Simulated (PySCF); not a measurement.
**Core binding energy against partial charge**

Species: C₄H₈S.
Geometry (PBE0-D3(BJ)/def2-SVP, Å), atoms numbered from 1 in this order:
```xyz
13
C4H8S angstrom
C      2.4170    0.2894    0.5012
C      1.2235   -0.5954    0.3601
C     -0.0132   -0.1545    0.0984
S     -1.4179   -1.1930   -0.0694
C     -2.6948    0.0357   -0.4074
H      2.8826    0.1814    1.4957
H      2.1551    1.3493    0.3639
H      3.1959    0.0344   -0.2376
H      1.3872   -1.6738    0.4807
H     -0.2052    0.9182   -0.0269
H     -2.8097    0.7381    0.4310
H     -2.4864    0.5886   -1.3350
H     -3.6356   -0.5174   -0.5327
```

Binding energies: delta-SCF UKS SCAN, pcX-2 on the ionised atom, pcseg-1 elsewhere, spin-free X2C in PySCF 2.14.0. Charges: PBE0/pcSseg-1 ground-state density, for the ionised atom.

```
atom       environment  C 1s (eV)  Mulliken (e)  IAO (e)  Hirshfeld (e)  ESP (e)
  C2  alkene CH carbon     289.85        -0.197   -0.159         -0.061   -0.083
  C3  alkene CH carbon     290.57        -0.276   -0.278         -0.080   -0.248
  C1    allylic carbon     290.70        -0.237   -0.409         -0.113   -0.336
  C5   S-methyl carbon     291.34        -0.408   -0.503         -0.117   -0.362
```

Problem. Give the correlation coefficient and slope of binding energy on charge for each scheme.

Solution. Hirshfeld: r = -0.90, slope -20.4 eV per e; Mulliken: r = -0.91, slope -6.1 eV per e; ESP: r = -0.94, slope -4.6 eV per e; IAO: r = -0.96, slope -3.9 eV per e. On 4 points no scheme stands out.

Problem. The point-charge model writes a binding energy as kq + V + constant, with V the potential of the other atoms' charges at the site. What does it give with the IAO charges?

Solution. V = Σ 14.40 eV Å × q/r over all other atoms: -0.66 eV at C2, +1.63 eV at C3, +4.58 eV at C1, +6.63 eV at C5. Fitting binding energy − V to q gives k = 17.4 eV per e and leaves an rms residual of 0.21 eV, against 0.15 eV for the fit on q alone. The model has no term for differences in relaxation between sites.

Geometry: PBE0-D3(BJ)/def2-SVP, one conformer, isolated molecule.
